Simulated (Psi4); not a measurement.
# CF4 (tetrafluoromethane) at wB97X/aug-cc-pVDZ

Aim: the energy change on altering one bond length of CF4 (tetrafluoromethane) at wB97X/aug-cc-pVDZ, from 2 runs. 

The calculation is run with Psi4 1.11.

4 further runs of the same task are left out: 1 that didn't finish, 3 set aside as unsound or not needed.

### Step 1. Starting point

CF4: 5 atoms, total charge 0, spin state singlet. As SMILES, `FC(F)(F)F`. The shape is that of a PBE0-D4/def2-TZVP optimisation.

Bond lengths: F1–C2 1.318 Å, C2–F3 1.318 Å, C2–F4 1.318 Å, C2–F5 1.318 Å. Angles: F1–C2–F3 109.5°, F1–C2–F4 109.5°, F1–C2–F5 109.5°, F3–C2–F4 109.5°, F3–C2–F5 109.5°, F4–C2–F5 109.5°.

### Step 2. Energy and gradient at wB97X/aug-cc-pVDZ

The input, input.inp:

```
memory 1600 mb

molecule {
  F     -0.850100     0.025300     0.989500
  C      0.010000    -0.014700    -0.008300
  F      1.157500    -0.501300     0.420100
  F     -0.464000    -0.786000    -0.966200
  F      0.196600     1.203000    -0.476700
  symmetry c1
  no_reorient
  no_com
}

set globals {
  puream true
  e_convergence 1e-09
  d_convergence 1e-08
  scf_type pk
  dft_radial_points 99
  dft_spherical_points 590
}

E, wfn = gradient("wb97x/aug-cc-pVDZ", return_wfn=True)
```

Command:

```sh
$ psi4 -n 1 input.inp input.out
```

input.out:

```text
[...]
  Running in c1 symmetry.
[...]
  Nuclear repulsion =  206.220055212762873
[...]
  Multiplicity = 1
[...]
  Nalpha       = 21
  Nbeta        = 21
[...]
    Number of basis functions: 115
[...]
   @RKS iter   1:  -437.32662529534178   -1.51728e-01   5.41928e-03 ADIIS/DIIS
[...]
   @RKS iter  10:  -437.45487454625652   -5.51381e-12   1.08562e-09 DIIS
[...]
    Orbital Energies [Eh]
    ---------------------
    Doubly Occupied:
       1A    -24.839466     2A    -24.839463     3A    -24.839449
       4A    -24.839433     5A    -10.622177     6A     -1.526366
       7A     -1.406014     8A     -1.405995     9A     -1.405971
      10A     -0.872177    11A     -0.774908    12A     -0.774900
      13A     -0.774894    14A     -0.635099    15A     -0.635094
      16A     -0.604299    17A     -0.604292    18A     -0.604286
      19A     -0.559637    20A     -0.559627    21A     -0.559623
[...]
  @RKS Final Energy:  -437.45487454625652
   => Energetics <=
    Nuclear Repulsion Energy =            206.2200552127628725
    One-Electron Energy =               -1016.9054617315323412
    Two-Electron Energy =                 407.5295695687941020
    DFT Exchange-Correlation Energy =     -34.2990375962811527
    Empirical Dispersion Energy =           0.0000000000000000
    VV10 Nonlocal Energy =                  0.0000000000000000
    Total Energy =                       -437.4548745462565194
[...]
 Multipole Moments:
 ------------------------------------------------------------------------------------
     Multipole            Electronic (a.u.)      Nuclear  (a.u.)        Total (a.u.)
 ------------------------------------------------------------------------------------
 L = 1.  Multiply by 2.5417464519 to convert [e a0] to [Debye]
 Dipole X            :         -0.7936947            0.7936850           -0.0000097
 Dipole Y            :          1.1702805           -1.1701184            0.0001621
 Dipole Z            :          0.6605667           -0.6604593            0.0001075
 Magnitude           :                                                    0.0001947
[...]
  -Total Gradient:
     Atom            X                  Y                   Z
    ------   -----------------  -----------------  -----------------
       1        0.007854605218    -0.000373628346    -0.009104323700
       2       -0.000005398014     0.000044224693     0.000033145553
       3       -0.010474683387     0.004437946414    -0.003902616855
       4        0.004315082733     0.007026816812     0.008714723996
       5       -0.001691880288    -0.011110046417     0.004257643021
[...]
```

Run time: 35 s. Hardware: 1 thread of Intel Xeon 6975P-C (Granite Rapids), shared host; peak memory 0.84 GiB.

### Step 3. The distorted shape: the energy at wB97X/aug-cc-pVDZ

The input, cf4.py:

```python
import psi4

psi4.set_memory(1600000000)
psi4.set_num_threads(1)
psi4.set_output_file('output.dat', False)

molecule = psi4.geometry("""
0 1
F     -0.707905     0.256682     1.276860
C      0.152195     0.216682     0.279060
F      1.299695    -0.269918     0.707460
F     -0.464000    -0.786000    -0.966200
F      0.338795     1.434382    -0.189340
symmetry c1
no_reorient
no_com
""")

psi4.set_options({
    'puream': True,
    'e_convergence': 1e-09,
    'd_convergence': 1e-08,
    'scf_type': 'pk',
    'dft_radial_points': 99,
    'dft_spherical_points': 590,
})

E, wfn = psi4.energy("wb97x/aug-cc-pVDZ", molecule=molecule, return_wfn=True)
psi4.oeprop(wfn, "QUADRUPOLE", "WIBERG_LOWDIN_INDICES", "DIPOLE", title="WB97X")
print(f'wb97x/aug-cc-pVDZ energy: {E:.10f} Eh')
```

Command:

```sh
$ python cf4.py
```

output.dat:

```text
[...]
  Running in c1 symmetry.
[...]
  Nuclear repulsion =  193.204252064749426
[...]
  Multiplicity = 1
[...]
  Nalpha       = 21
  Nbeta        = 21
[...]
    Number of basis functions: 115
[...]
   @RKS iter   1:  -437.22605640409188   -4.83803e-01   5.91510e-03 DIIS/ADIIS
[...]
   @RKS iter  12:  -437.39895939966539   -3.97904e-13   7.10329e-10 DIIS
[...]
    Orbital Energies [Eh]
    ---------------------
    Doubly Occupied:
       1A    -24.873720     2A    -24.873716     3A    -24.873701
       4A    -24.781746     5A    -10.653796     6A     -1.527219
       7A     -1.431328     8A     -1.431308     9A     -1.283096
      10A     -0.887935    11A     -0.783793    12A     -0.783784
      13A     -0.748768    14A     -0.647276    15A     -0.647270
      16A     -0.610470    17A     -0.610460    18A     -0.585916
      19A     -0.558519    20A     -0.519988    21A     -0.519988
[...]
  @RKS Final Energy:  -437.39895939966539
   => Energetics <=
    Nuclear Repulsion Energy =            193.2042520647494257
    One-Electron Energy =                -990.9502857913812477
    Two-Electron Energy =                 394.5011526432573987
    DFT Exchange-Correlation Energy =     -34.1540783162909563
    Empirical Dispersion Energy =           0.0000000000000000
    VV10 Nonlocal Energy =                  0.0000000000000000
    Total Energy =                       -437.3989593996653866
[...]
 Multipole Moments:
 ------------------------------------------------------------------------------------
     Multipole            Electronic (a.u.)      Nuclear  (a.u.)        Total (a.u.)
 ------------------------------------------------------------------------------------
 L = 1.  Multiply by 2.5417464519 to convert [e a0] to [Debye]
 Dipole X            :         -9.4141480            9.6611020            0.2469540
 Dipole Y            :        -12.8570818           13.2590857            0.4020040
 Dipole Z            :        -16.7604038           17.2595868            0.4991830
 Magnitude           :                                                    0.6868604
 L = 2.  Multiply by 1.3450342976 to convert [e a0^2] to [Debye ang]
 Quadrupole XX       :       -100.4672275           81.5013828          -18.9658448
 Quadrupole XY       :        -11.1716569           10.9317388           -0.2399181
[...]
```

Standard output:

```text
wb97x/aug-cc-pVDZ energy: -437.3989593997 Eh
```

It took 19 s on 1 thread of Intel Xeon 6975P-C (Granite Rapids), shared host; peak memory 0.83 GiB.

### Step 4. Results

Level: wB97X/aug-cc-pVDZ.

| quantity | value |
| --- | --- |
| first shape: total energy | -437.45487 Eh |
| first shape: dipole moment | 0.00 D |
| first shape: HOMO energy | -15.23 eV |
| first shape: LUMO energy | 2.34 eV |
| first shape: HOMO–LUMO gap | 17.57 eV |
| first shape: largest force on an atom | 0.619 eV/Å |
| distorted shape: total energy | -437.39896 Eh |
| distorted shape: dipole moment | 1.75 D |
| distorted shape: HOMO energy | -14.15 eV |
| distorted shape: LUMO energy | 0.43 eV |
| distorted shape: HOMO–LUMO gap | 14.58 eV |
| energy change with the C2–F4 bond stretched from 1.318 to 1.713 Å | 1.522 eV |

With the C2–F4 bond stretched from 1.318 to 1.713 Å the energy rises by 1.52 eV (147 kJ/mol). The first shape isn't relaxed at this level, so the change isn't measured from a minimum. The largest force (first shape) is 0.62 eV/Å: the shape isn't a stationary point for this species at this level.
